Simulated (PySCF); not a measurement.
Species: BH2(SMe), CH5BS.
Geometry (PBE0-D3(BJ)/def2-SVP, Å), atoms numbered from 1 in this order:
```
atom  x, y, z in Å
B1     0.5857    1.0544   -1.0427
H2     1.5826    0.9261   -0.3752
H3     0.5220    1.7858   -1.9984
S4    -0.8825    0.1659   -0.6719
C5    -0.5026   -0.8298    0.7997
H6     0.5595   -0.7371    1.0593
H7    -0.7433   -1.8808    0.5898
H8    -1.1213   -0.4845    1.6393
```

Computed, not measured: PBE0-D3(BJ)/def2-SVP geometry optimisation, gas phase (PySCF 2.14.0).

Take the most abundant isotopes and a rigid rotor. The values belong to one conformer.

**Question.** Give the principal moments of inertia and the rotational constants in MHz.

**Answer.** Ia = 23.20, Ib = 66.05, Ic = 86.03 u·Å²; 505379 MHz·u·Å²/I gives A = 21780, B = 7652, C = 5874 MHz.

**Question.** What kind of rotor is it?

**Answer.** An asymmetric top; Ray's κ = -0.777.

**Question.** What does the inertial defect say?

**Answer.** Not planar: Δ = Ic − Ia − Ib = -3.22 u·Å². For a rigid frame Δ = −2 Σ m c², so Σ m c² = 1.61 u·Å² lies off the ab plane, practically all of it from hydrogen. The atom farthest from that plane is 0.94 Å away.

**Question.** Give the other two planar moments, Paa and Pbb, and the rms extents of the mass along the axes.

**Answer.** Paa = Σ m a² = (Ib + Ic − Ia)/2 = 64.44 and Pbb = Σ m b² = (Ia + Ic − Ib)/2 = 21.59 u·Å². With the mass M = 60.02 u, the rms extents √(P/M) along a, b and c are 1.04, 0.60, 0.16 Å.

**Question.** List the rotational levels J(Ka,Kc) to J = 5 (MHz).

**Answer.** Above 0(0,0):
J = 1: 1(0,1) 13526, 1(1,1) 27654, 1(1,0) 29432
J = 2: 2(0,2) 40421, 2(1,2) 52929, 2(1,1) 58261, 2(2,1) 100647, 2(2,0) 100804
J = 3: 3(0,3) 80377, 3(1,3) 90747, 3(1,2) 101402, 3(2,2) 141225, 3(2,1) 142003, 3(3,1) 216405, 3(3,0) 216414
J = 4: 4(0,4) 132977, 4(1,4) 141006, 4(1,3) 158718, 4(2,3) 195206, 4(2,2) 197489, 4(3,2) 270799, 4(3,1) 270860, 4(4,1) 375657, 4(4,0) 375658
J = 5: 5(0,5) 197774, 5(1,5) 203589, 5(1,4) 230008, 5(2,4) 262486, 5(2,3) 267599, 5(3,3) 338884, 5(3,2) 339125, 5(4,2) 443637, 5(4,1) 443640, 5(5,1) 578467, 5(5,0) 578467

**Question.** Which lines would a microwave search look for?

**Answer.** The dipole components are |μa| = 1.62 D, |μb| = 0.69 D, |μc| = 0.00 D. Intensities carry the squares of the components, which stand as 1.00 : 0.18 : 0.00 (a : b : c). Some lines, for components of 0.1 D or more:

```
type  branch         J(Ka,Kc)     MHz  lower level (cm⁻¹)
   a       R  4(3,2) ← 3(3,1)   54394               7.218
   b       R  5(0,5) ← 4(1,4)   56768               4.703
   a       R  5(1,5) ← 4(1,4)   62583               4.703
   a       R  5(4,1) ← 4(4,0)   67983              12.531
   a       R  5(3,3) ← 4(3,2)   68085               9.033
   a       R  5(1,4) ← 4(1,3)   71290               5.294
   b       R  2(2,0) ← 1(1,1)   73150               0.922
   b       Q  4(3,1) ← 4(2,2)   73371               6.588
   b       R  3(3,0) ← 2(2,1)  115767               3.357
   b       R  4(4,0) ← 3(3,1)  159253               7.218
   b       R  5(5,0) ← 4(4,1)  202810              12.531
```

Whether it is a minimum is left open (no frequencies). No vibrational averaging or centrifugal distortion is included, and the geometry carries the error of its method. A rigid rotor knows nothing of internal rotation, which can split or shift real lines. Quadrupole hyperfine structure (11B) is left out.

Hardware: Arm Neoverse V1, one thread, no GPU (shared host). Cost: 12 s. That covers the optimisation of the geometry.
